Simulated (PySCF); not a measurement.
Gas-phase reaction: H3SiSiCl3 + SiCl4 → 2 Cl2 + 3 SiHCl

Method: PySCF energies plus ideal-gas RRHO corrections (1 bar). † marks an energy on the PBE0/def2-TZVP geometry and frequencies; other levels use their own. MP2 and CCSD(T) freeze the core. 6-31G* has spherical d functions here. All species are closed-shell singlets. B3LYP is the form with VWN-RPA correlation. H3SiSiCl3, SiHCl: computed as isolated molecules; such fragments, hydroxides, amides, oligomers or adducts are transient or little studied in the gas. MP2 isn't extrapolated to the basis-set limit; its ΔH°(298 K) is 1358.6 kJ in def2-SVP and 1367.3 kJ in def2-TZVPP. CCSD(T) isn't extrapolated to the basis-set limit. The harmonic model lacks anharmonicity and excited electronic states, which grow with temperature; levels with a mode under 35 cm⁻¹ are left out. Internal rotation in H3SiSiCl3 is treated as a harmonic vibration of one conformer, which makes the entropy rough.

| level | ΔE electronic, kJ | ΔH°(298 K), kJ | ΔS°(298 K), J/K | ΔG°(1600 K), kJ |
|---|---|---|---|---|
| B3LYP/6-31G* | 1219 | 1192 | 496 | 440 |
| CCSD(T)/def2-SVP† | 1284 | 1258 | 491 | 513 |
| HF/6-31G* | 1274 | 1247 | 503 | 482 |
| HF/def2-TZVP† | 1286 | 1260 | 491 | 515 |
| M06-2X/def2-TZVP† | 1296 | 1270 | 491 | 525 |
| MP2/def2-SVP† | 1385 | 1359 | 491 | 614 |
| PBE/def2-SVP | 1279 | 1252 | 491 | 508 |
| PBE/def2-TZVP† | 1249 | 1223 | 491 | 478 |
| PBE0/def2-SVP† | 1344 | 1318 | 491 | 573 |
| PBE0/def2-TZVP | 1314 | 1288 | 491 | 543 |
| r2SCAN/def2-TZVP† | 1371 | 1345 | 491 | 600 |
ΔH° is lowest at B3LYP/6-31G* and highest at MP2/def2-SVP†. No reference value is set beside these.
